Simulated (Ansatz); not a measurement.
System: PH$_{2}$ (charge +1, singlet). 
Coordinates optimised at B3LYP-D3(BJ)/def2-TZVP (Ansatz, a first-principles code):
```xyz
3

P     -0.0049    -0.0032     0.1166
H      0.0381     1.0494    -0.8469
H      0.0361    -1.0020    -0.9025
```
Charge +1, spin multiplicity 1.

Basis-set convergence of Hartree-Fock and MP2 correlation energies (hartree) with Ansatz. Correlated levels leave the core frozen unless marked. Spin-orbit coupling is left out. No relativistic terms.

The Hartree-Fock reference is unstable (checked in the largest basis), which strains HF and MP2. 

```json
[
 {"basis": "def2-SVPD", "functions": "40", "E(HF)": "-341.42415", "E(corr, MP2)": "-0.10054"},
 {"basis": "def2-TZVPPD", "functions": "82", "E(HF)": "-341.54019", "E(corr, MP2)": "-0.12195"},
 {"basis": "def2-QZVPPD", "functions": "142", "E(HF)": "-341.54976", "E(corr, MP2)": "-0.13067"}
]
```

Extrapolating the two largest sets (X = 3 and 4) as X^-3: E(corr) = (64·(-0.13067) - 27·(-0.12195))/37 = -0.1370 Eh, an estimate of the basis-set limit. The largest set recovers 95.4 % of it, the smallest 73.4 %.
